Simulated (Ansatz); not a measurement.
Isolated molecules relaxed with PBE0-D4/def2-TZVP in Ansatz; ΔE leaves out vibrations. CBS: MP2 limit from def2 TZ/QZ plus the TZ coupled-cluster correction, frozen cores. Functionals use def2-TZVPP. B3LYP here is the variant with VWN-RPA as its local correlation; programs differ in this. One conformer a species, not always the lowest.

`C=CC(=C)F` → `FC1=CCC1`  (isomerisation)

CCSD(T)/CBS gives +0.43 eV.

Another level gave +0.49 eV. Which?
A. CAM-B3LYP/def2-TZVPP
B. B3LYP/def2-TZVPP
C. r2SCAN0/def2-TZVPP
D. r2SCANh-D4/def2-TZVPP

A. CAM-B3LYP 0.49, B3LYP 0.60, r2SCAN0 0.38, r2SCANh-D4 0.44 eV.

Largest T1 diagnostic among the species: 0.012.

Leaving LDA and LC-ωPBE aside and taking each functional with its dispersion term where it has one, the values, not all of them listed here, spread over 0.45 eV, from PBE-QIDH to BLYP-D4. LDA lies −0.17 eV from PBE without D4. From r2SCAN to r2SCAN0 (25 % exact exchange), in def2-TZVPP and without D4, ΔE moves by −0.10 eV.
